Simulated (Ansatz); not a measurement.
Input for Ansatz (development build ahead of 0.2.0):

```yaml
crystal:
  periodic: [false, false, false]
  atoms:
    - { symbol: C, position_ang: [-0.18592, 1.04921, -0.87715] }
    - { symbol: C, position_ang: [0.01033, -0.04865, 0.02877] }
    - { symbol: C, position_ang: [0.18764, -1.00964, 0.84651] }
    - { symbol: H, position_ang: [-1.11832, 1.12045, -1.44017] }
    - { symbol: H, position_ang: [0.53988, 1.8607, -0.89081] }
    - { symbol: H, position_ang: [-0.09378, -0.79664, 1.87431] }
    - { symbol: H, position_ang: [0.4936, -1.98914, 0.5105] }
basis:
  gaussian: { orbitals: def2-SVP }
total_charge: 1
magnetization:
  spin_polarized: true
  initial_magnetization: 1
hamiltonian:
  xc: hf
correlation:
  method: mp2
  frozen_orbitals: { C: 1, H: 0 }
output:
  forces: true
```

The input is written out in the form of the current development build from the run's settings.

The run gave:

| Property | Result |
| --- | --- |
| Converged | yes |
| Reference energy | -115.46029 hartree |
| Correlation energy | -0.34303 hartree |
| Total energy | -115.80333 hartree |
| Spin squared of the determinant | 0.770 |
| Stability test | minimum |

Forces (eV/Å):
```csv
atom,Fx,Fy,Fz
C1,0.075,-1.591,1.750
C2,-0.265,2.130,-2.022
C3,-0.341,0.282,-0.085
H4,0.017,-0.150,-0.293
H5,0.169,0.168,-0.016
H6,0.156,-0.087,0.737
H7,0.190,-0.752,-0.071
```

Caution: MP2 on this radical cation hangs on the determinant chosen.
